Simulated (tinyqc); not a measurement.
Inside a calculation. Method: Pariser-Parr-Pople SCF with singles CI, for the molecule c1cc[cH-]c1 (SMILES; centres numbered as the heavy atoms are written). Computed by tinyqc, a small Python program that keeps every step. Settings: charge = -1, gamma = Ohno, start = core, damping = 0.3, iteration cap = 86, excitations kept = 4. Command: `OMP_NUM_THREADS=1 python tinyqc.py 26926 26927 out.jsonl` (the two numbers bound the seeds that draw the settings). One thread of a shared host (Intel(R) Xeon(R) Processor @ 2.60GHz), about 0.01 s of CPU time with the checks. Later iterations appear only in the table of the cycle.

## PPP integrals

Centres (angstrom, eV; a flat drawing with bonds scaled to 1.40 angstrom):
```
centre,x,y,core charge z,W,gamma_rr
1C,1.191000,0.000000,1,11.160000,11.130000
2C,0.368000,1.133000,1,11.160000,11.130000
3C,-0.963000,0.700000,1,11.160000,11.130000
4C,-0.963000,-0.700000,1,11.160000,11.130000
5C,0.368000,-1.133000,1,11.160000,11.130000
```

Resonance integrals (eV):
```
i,j,beta
1,2,-2.390000
2,3,-2.390000
3,4,-2.390000
4,5,-2.390000
5,1,-2.390000
```

Ohno: gamma = 14.399645/sqrt(R^2 + a^2), a = 2 x 14.399645/(gamma_rr + gamma_ss); H_rr = -W_r - sum_(s != r) z_s gamma_rs; H_rs = beta for bonds.

repulsion gamma_rs (eV), lower triangle:
```
,1C,2C,3C,4C,5C
1C,11.130000
2C,7.552804,11.130000
3C,5.520570,7.554850,11.130000
4C,5.520570,5.519866,7.553862,11.130000
5C,7.552804,5.518526,5.519866,7.554850,11.130000
```

core matrix H (eV), lower triangle:
```
,1C,2C,3C,4C,5C
1C,-37.306747
2C,-2.390000,-37.306046
3C,0.000000,-2.390000,-37.309147
4C,0.000000,0.000000,-2.390000,-37.309147
5C,-2.390000,0.000000,0.000000,-2.390000,-37.306046
```

## Starting guess

pi electrons, sum of z_r less the charge = 6

Orbitals of the core matrix H.

P at the start, lower triangle:
```
,1C,2C,3C,4C,5C
1C,1.199995
2C,0.647248,1.199715
3C,-0.247125,0.647267,1.200288
4C,-0.247125,-0.247392,0.647037,1.200288
5C,0.647248,-0.247034,-0.247392,0.647267,1.199715
```

## Iteration 1: Fock matrix

F_rr = H_rr + P_rr gamma_rr / 2 + sum_(s != r) P_ss gamma_rs; F_rs = H_rs - P_rs gamma_rs / 2; E = tr P (H + F) / 2 + core repulsion sum_(r<s) z_r z_s gamma_rs.

F (eV), lower triangle:
```
,1C,2C,3C,4C,5C
1C,0.746190
2C,-4.834270,0.747772
3C,0.682135,-4.835004,0.747847
4C,0.682135,0.682785,-4.833813,0.747847
5C,-4.834270,0.681633,0.682785,-4.835004,0.747772
```

pi energy = -68.533501 eV

## Iteration 1: orbitals and new P

Diagonalise F (the basis is taken as orthonormal) and form P = 2 sum c c over the lowest orbitals; 0.3 of the old P is kept.

orbital energies (eV): -7.556869  -3.344669  -3.344047  8.990545  8.992468

P after iteration 1, lower triangle:
```
,1C,2C,3C,4C,5C
1C,1.200066
2C,0.647209,1.199843
3C,-0.247199,0.647278,1.200124
4C,-0.247199,-0.247271,0.647095,1.200124
5C,0.647209,-0.247128,-0.247271,0.647278,1.199843
```

## Iteration 2: Fock matrix

As before.

F (eV), lower triangle:
```
,1C,2C,3C,4C,5C
1C,0.746716
2C,-4.834121,0.747588
3C,0.682341,-4.835043,0.747768
4C,0.682341,0.682450,-4.834033,0.747768
5C,-4.834121,0.681891,0.682450,-4.835043,0.747588
```

pi energy = -68.533502 eV

## Iteration 2: orbitals and new P

As before.

orbital energies (eV): -7.556869  -3.344685  -3.344031  8.990830  8.992183

P after iteration 2, lower triangle:
```
,1C,2C,3C,4C,5C
1C,1.200081
2C,0.647193,1.199912
3C,-0.247235,0.647279,1.200047
4C,-0.247235,-0.247216,0.647125,1.200047
5C,0.647193,-0.247165,-0.247216,0.647279,1.199912
```

## Iteration 3: Fock matrix

As before.

F (eV), lower triangle:
```
,1C,2C,3C,4C,5C
1C,0.746997
2C,-4.834061,0.747466
3C,0.682439,-4.835046,0.747749
4C,0.682439,0.682301,-4.834146,0.747749
5C,-4.834061,0.681994,0.682301,-4.835046,0.747466
```

pi energy = -68.533502 eV

## Iteration 3: orbitals and new P

As before.

orbital energies (eV): -7.556869  -3.344692  -3.344025  8.990955  8.992058

P after iteration 3, lower triangle:
```
,1C,2C,3C,4C,5C
1C,1.200078
2C,0.647187,1.199951
3C,-0.247252,0.647276,1.200010
4C,-0.247252,-0.247192,0.647141,1.200010
5C,0.647187,-0.247180,-0.247192,0.647276,1.199951
```

## Convergence

Stop when output and input P, before any damping, agree to 1e-7.

Course of the cycle:
```
iteration,E (eV),largest |P(out) - P(in)|
1,-68.53350064,2.34e-04
2,-68.53350173,1.09e-04
3,-68.53350217,5.47e-05
4,-68.53350233,3.12e-05
5,-68.53350239,1.84e-05
6,-68.53350240,1.11e-05
7,-68.53350241,6.88e-06
8,-68.53350241,4.36e-06
9,-68.53350242,3.01e-06
10,-68.53350242,2.06e-06
11,-68.53350242,1.41e-06
12,-68.53350242,9.58e-07
13,-68.53350242,6.53e-07
14,-68.53350242,4.46e-07
15,-68.53350242,3.06e-07
16,-68.53350242,2.10e-07
17,-68.53350242,1.44e-07
18,-68.53350242,9.94e-08
```

Converged in 18 iterations.

## Converged orbitals

Charges are z - P_rr.

orbital energies (eV): -7.556869  -3.344687  -3.344030  8.991052  8.991961

coefficients:
```
,MO1,MO2,MO3,MO4,MO5
1C,0.447158,0.000000,0.632511,0.632439,0.000000
2C,0.447225,0.601498,0.195433,-0.511660,-0.371753
3C,0.447230,0.371753,-0.511635,0.195485,0.601498
4C,0.447230,-0.371753,-0.511635,0.195485,-0.601498
5C,0.447225,-0.601498,0.195433,-0.511660,0.371753
```

pi charges: 1C -0.200043, 2C -0.200007, 3C -0.199972, 4C -0.199972, 5C -0.200007

## Singles CI, singlets

Over the 4 single excitations with the smallest orbital gaps: A = (e_a - e_i) delta + 2 (ia|jb) - (ij|ab), with (pq|rs) = sum c_mp c_mq gamma_mn c_nr c_ns. f = 2/3 w |mu|^2 in atomic units, mu = sqrt2 sum c_ia sum_m c_mi c_ma R_m.

singlet CI matrix (eV), lower triangle:
```
,3>4,2>4,3>5,2>5
3>4,6.717106
2>4,0.000000,6.718102
3>5,0.000000,0.909955,6.717739
2>5,-0.909269,0.000000,0.000000,6.717601
```

singlet excitation energies (eV): 5.807966  5.808084  7.626623  7.627875

oscillator strengths: 0.000000  0.000000  0.946024  0.946837

## Singles CI, triplets

Over the 4 single excitations with the smallest orbital gaps: A = (e_a - e_i) delta - (ij|ab), with (pq|rs) = sum c_mp c_mq gamma_mn c_nr c_ns.

triplet CI matrix (eV), lower triangle:
```
,3>4,2>4,3>5,2>5
3>4,4.879397
2>4,0.000000,4.880644
3>5,0.000000,0.000005,4.880500
2>5,0.000005,0.000000,0.000000,4.880979
```

triplet excitation energies (eV): 4.879397  4.880500  4.880644  4.880979
